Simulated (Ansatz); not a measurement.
Cubic BN was calculated with r²SCAN (Ansatz, an electronic-structure program, PAW).

The same calculation (at the measured cell, 5.910 Å³/atom) with different numerical settings:

```csv
run,k mesh,gap on the mesh (eV),total energy (eV/atom),rough time
1,4×4×4,4.973,-271.9666,under 3 core-s
2,6×6×6,4.994,-272.0020,under 3 core-s
3,8×8×8,4.996,-272.0038,under 3 core-s
4,12×12×12,4.996,-272.0040,under 3 core-s
5,16×16×16,4.996,-272.0040,3 core-s
6,20×20×20,4.996,-272.0040,7 core-s
```

In the column total energy (eV/atom) the first row differs from the last by +0.0374 and the next to last by 0.0000.

The last row is no converged limit: other settings stay fixed.
